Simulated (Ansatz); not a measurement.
## What each rung costs, and what it gives

The pair of HCl (SMILES Cl, atoms 1–2) and SiH4O (SMILES [SiH3]O, atoms 3–8), both closed shells, in one local arrangement (a lower one may exist), relaxed at PBE0-D4/def2-TZVP:

```
8
angstrom
Cl 0.1286 0.2981 -2.7222
H 1.0238 -0.0286 -1.8616
Si 0.0587 0.0250 1.0527
O -1.2654 -0.5616 0.2798
H 0.0044 1.4989 1.2436
H 0.1266 -0.6597 2.3626
H 1.3078 -0.2719 0.2820
H -1.3846 -0.3001 -0.6369
```

Interaction energies are counterpoise-corrected; the time is that of the whole pair.

Ansatz 0.2.0; basis: as named in each row; cores frozen in the correlated methods. B3LYP uses VWN-RPA correlation. Extrapolation: Hartree–Fock as exp(−7.88 √X), correlation as X^−2.97.

Times are rough, for one single point on 4 threads of a shared host (Arm Neoverse V1).

The estimate by CCSD(T) at an estimated basis limit (MP2 extrapolated from triple and quadruple zeta, plus CCSD(T) − MP2 in triple zeta) is -2.68 kcal/mol.

```tsv
method	basis	time (s)	interaction energy (kcal/mol)	method less estimate
HF	STO-3G	under 1	1.74	4.43
PBE-D4	STO-3G	under 1	-1.85	0.83
SPW92	def2-SVP	under 1	-5.20	-2.52
B3LYP-D4	6-31G	under 1	-2.35	0.33
PBE-D4	def2-SVP	under 1	-3.55	-0.87
PBE0-D4	def2-SVP	under 1	-3.15	-0.47
CCSD(T)	def2-SVP	under 1	-1.08	1.60
PBE-D4	def2-TZVPPD	2	-3.33	-0.65
revPBE-D4	def2-TZVPPD	2	-2.86	-0.18
BLYP-D4	def2-TZVPPD	2	-2.89	-0.21
PBE0-D4	def2-TZVPPD	2	-2.98	-0.29
HSE06-D4	def2-TZVPPD	2	-2.97	-0.29
B3LYP-D4	def2-TZVPPD	2	-2.86	-0.18
wB97M-V	def2-SVP	3	-2.81	-0.13
r2SCAN-D4	def2-TZVPPD	4	-3.00	-0.32
B2PLYP	def2-TZVPPD	4	-1.61	1.07
wB97X-V	def2-TZVPPD	6	-2.60	0.08
B97M-V	def2-TZVPPD	8	-3.06	-0.38
wB97M-V	def2-TZVPPD	8	-2.70	-0.02
MP2	def2-QZVPPD	12	-2.62	0.06
CCSD(T)	def2-TZVPPD	55	-2.13	0.56
```

The T1 diagnostic stays at or below 0.012.
